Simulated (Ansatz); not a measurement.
Reaction (SMILES): FCl (F-Cl) → F atom + Cl atom
B3LYP-D3(BJ)/def2-TZVP geometries, fixed; electronic energies without zero-point terms.

Energies in hartree at CCSD(T) with Ansatz (a quantum-chemistry and plane-wave program); the bond dissociation energy is their sum with the coefficients shown, times 627.509 kcal/mol a hartree. All functions are spherical. Cores are frozen. Open shells are unrestricted. No added dispersion term, no relativity.

```
species     coefficient          part  cc-pV(D+d)Z  cc-pV(T+d)Z  cc-pV(Q+d)Z
----------  -----------  ------------  -----------  -----------  -----------
FCl (F-Cl)           -1  Hartree-Fock   -558.84711   -558.90189   -558.91542
FCl (F-Cl)           -1   correlation     -0.35473     -0.48119     -0.52466
F atom               +1  Hartree-Fock    -99.37524    -99.40552    -99.41377
F atom               +1   correlation     -0.15233     -0.21484     -0.23649
Cl atom              +1  Hartree-Fock   -459.47140   -459.48556   -459.48916
Cl atom              +1   correlation     -0.13264     -0.18800     -0.20533
```

Problem. Predict the bond dissociation energy in cc-pV(5+d)Z (X = 5): let each Hartree-Fock step shrink by the ratio of the last two, and fit each correlation energy at X = 3 and 4 to E + A/X^3. Compare with the run.

Solution. 
- FCl (F-Cl): steps -0.05478 and -0.01353, ratio 0.247, so Hartree-Fock -558.91876 (run: -558.91867); A = (-0.48119 - (-0.52466))/(1/27 - 1/64) = 2.0302, correlation -0.52466 - A/64 + A/125 = -0.54014 (run: -0.54021).
- F atom: steps -0.03028 and -0.00825, ratio 0.272, so Hartree-Fock -99.41601 (run: -99.41605); A = (-0.21484 - (-0.23649))/(1/27 - 1/64) = 1.0111, correlation -0.23649 - A/64 + A/125 = -0.24420 (run: -0.24458).
- Cl atom: steps -0.01416 and -0.00360, ratio 0.254, so Hartree-Fock -459.49007 (run: -459.48973); A = (-0.18800 - (-0.20533))/(1/27 - 1/64) = 0.8094, correlation -0.20533 - A/64 + A/125 = -0.21150 (run: -0.21087).
Predicted 60.94 kcal/mol; the run in cc-pV(5+d)Z gives 61.28, a miss of -0.33. Keeping the value in cc-pV(Q+d)Z, 59.82, would miss by -1.46. All sums are of the energies as printed.
